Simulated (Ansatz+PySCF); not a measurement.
A calculation with Ansatz (development build ahead of 0.2.0).

```yaml
crystal:
  periodic: [false, false, false]
  atoms:
    - { symbol: B, position_ang: [0.0, 0.0, -1.88847] }
    - { symbol: B, position_ang: [0.0, 0.0, 1.88847] }
basis:
  gaussian: { orbitals: "6-31G" }
magnetization:
  spin_polarized: true
  initial_magnetization: 2
hamiltonian:
  xc: pbe0
output:
  forces: true
```

The input is written out in the form of the current development build from the run's settings.

The run gave:

```json
{"Converged": "yes", "Total energy": "-49.22059 hartree", "Spin squared of the determinant": "2.001", "Stability test": "minimum"}
```

Forces (eV/Å):
| atom | Fx | Fy | Fz |
| --- | --- | --- | --- |
| B1 | 0.000 | 0.000 | 0.223 |
| B2 | 0.000 | 0.000 | -0.223 |
